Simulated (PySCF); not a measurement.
## Working out the ionisation energy of Si

Si [Ne] 3s2 3p2 (3P) → Si⁺ [Ne] 3s2 3p1 (2P). Calculation: PySCF 2.14, in dyall-av3z (19s12p3d2f, 84 functions); the spin-free X2C one-electron Hamiltonian (Gaussian nucleus). Frozen: [Ne]; the 23 highest virtual orbitals dropped. Energies in hartree (1 hartree = 27.21139 eV):

```
             part   Si (lower)  Si⁺ (upper)
              UHF  -289.463181  -289.182899
MP2 opposite-spin    -0.047290    -0.039396
    MP2 same-spin    -0.010007    -0.002783
```

What does Hartree-Fock give?

(-289.182899) − (-289.463181) = 0.280282 hartree = 7.627 eV.

What do MP2 and SCS-MP2 (6/5 opposite-spin, 1/3 same-spin) give?

The opposite-spin parts differ by 0.215 eV and the same-spin parts by 0.197 eV. MP2: 7.627 + (0.215) + (0.197) = 8.039 eV. SCS-MP2: 7.627 + 1.2 × (0.215) + (0.197)/3 = 7.951 eV.

Measured between the centres of the two terms (NIST): 8.157 eV, so MP2 (valence) is off by -0.118 eV.

What remains against the reference includes basis incompleteness, the frozen core and correlation beyond second order.
